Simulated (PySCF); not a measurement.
**How good is the calculation?**

Bonds (- single, = double, # triple, : aromatic): C1-C2, C2-C3, C3=O4, C3-C5, C5-C6. C1 carries H7, H8, H9; C2 carries H10, H11; C5 carries H12, H13; C6 carries H14, H15, H16.

PySCF 2.14.0 with density-fitted response routines calculation with shielding tensors at PBE0/pcSseg-1 (GIAO), spin–spin couplings from B3LYP/pcJ-1 (without the spin–dipole term) and geometry from PBE0-D3(BJ)/def2-SVP; equivalent nuclei averaged, one conformer, gas phase, non-relativistic.

Reference values: measured (liquid, neat, 295 K; 17O NMR survey of organic solvents and oxofluorinated compounds, PMC5915748).
```csv
atoms,quantity,reference,computed,"computed, scaled"
O4,δ 17O vs D2O (external),551.9,–,553.8
```

Computed shifts are σ(ref) − σ with the named reference compound (TMS for H and C) calculated as an isolated molecule at the same level. The measured values may be among those fitted. Shieldings were converted by a linear fit to measured shifts: 17O: δ = 263.91 − 0.892σ (rms 13.5 ppm, 141 shifts, 14.3 ppm with the 1 outlier that the fit left out vs liquid water, solution or neat liquid). Occasional misses reach two or three times the rms, and more in compound classes unlike the fitted ones.

Coupling constants in Hz:
```tsv
coupling	reference	computed	source
1J(C1,C2)	35.7	40.1	measured; liquid or solution; F. J. Weigert, PhD thesis, Caltech 1968 (Carbon-13 magnetic resonance spectroscopy)
1J(C2,C3)	39.7	41.4	measured; liquid or solution; F. J. Weigert, PhD thesis, Caltech 1968 (Carbon-13 magnetic resonance spectroscopy)
```
